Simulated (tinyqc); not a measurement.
ROHF in the sto-6g basis, for NH, spin multiplicity 3, step by step. One step of it, computed by the program tinyqc.

Problem. Iteration 1: diagonalisation and new density. Diagonalise F' = X^T F X, C = X C', fill 5 alpha and 3 beta electrons from the bottom; D(s) = C_occ C_occ^T. Each column has its largest component positive (the first on a tie).

effective F (hartree), lower triangle:
```
             1N 1s      1N 2s     1N 2px     1N 2py     1N 2pz      2H 1s
1N 1s   -16.679956
1N 2s    -3.869559  -1.941078
1N 2px   -0.059420   0.001254  -0.513358
1N 2py    0.160872   0.143596  -0.138241  -0.317473
1N 2pz    0.009597  -0.007091  -0.056058  -0.044294  -0.676377
2H 1s    -0.321315  -0.302385  -0.140869   0.382601  -0.132084  -0.143223
```

X:
```
                1          2         3          4          5         6
1N 1s    0.438378   0.675750  0.000000   0.000000  -0.546687  0.330638
1N 2s   -0.745331  -0.422873  0.000000   0.000000  -0.355601  0.504082
1N 2px   0.000000   0.000000  0.657230   0.753690   0.000000  0.000000
1N 2py   0.000000   0.000000  0.753690  -0.657230   0.000000  0.000000
1N 2pz  -0.492257   0.617962  0.000000   0.000000   0.579223  0.318901
2H 1s    0.757986  -0.405309  0.000000   0.000000   0.342673  0.511546
```

Give: F' = X^T F X; orbital energies; coefficients C; D(alpha) after iteration 1; D(beta) after iteration 1.

Solution.

F' = X^T F X (hartree), lower triangle:
```
         1        2        3        4        5        6
1  -1.7840
2  -2.8259  -5.8839
3   0.1377  -0.1133  -0.5390
4  -0.2610   0.0746  -0.1158  -0.2918
5   2.8799   5.5446  -0.0573  -0.0147  -6.8403
6  -1.6875  -4.1564   0.1599  -0.2840   4.7358  -4.0208
```

orbital energies (hartree): MO1 -16.6820, MO2 -1.1194, MO3 -0.7241, MO4 -0.5614, MO5 -0.5368, MO6 0.2639

coefficients C:
```
            MO1      MO2      MO3      MO4      MO5      MO6
1N 1s    0.9993  -0.2350  -0.0243  -0.0447  -0.0053   0.0217
1N 2s    0.0024   1.0026   0.1326   0.2720  -0.0123  -0.1343
1N 2px   0.0036  -0.0539   0.3351  -0.0424   0.9083  -0.2408
1N 2py  -0.0099  -0.1613   0.3525   0.7126   0.0482   0.5826
1N 2pz  -0.0012  -0.0135   0.8952  -0.2717  -0.3917  -0.1807
2H 1s    0.0024   0.0396  -0.1895  -0.5844   0.2621   0.8187
```

D(alpha) after iteration 1, lower triangle:
```
          1N 1s    1N 2s   1N 2px   1N 2py   1N 2pz   2H 1s
1N 1s    1.0565
1N 2s   -0.2485   1.0969
1N 2px   0.0052  -0.0323   0.9420
1N 2py  -0.0126   0.0783   0.1403   0.6605
1N 2pz  -0.0055   0.0361  -0.0435   0.1053   1.0287
2H 1s    0.0224  -0.1476   0.1972  -0.4770  -0.1140  0.4477
```

D(beta) after iteration 1, lower triangle:
```
          1N 1s    1N 2s   1N 2px   1N 2py   1N 2pz   2H 1s
1N 1s    1.0545
1N 2s   -0.2364   1.0227
1N 2px   0.0082  -0.0096   0.1152
1N 2py   0.0195  -0.1150   0.1268   0.1504
1N 2pz  -0.0197   0.1052   0.3007   0.3177   0.8015
2H 1s   -0.0023   0.0146  -0.0656  -0.0732  -0.1701  0.0375
```
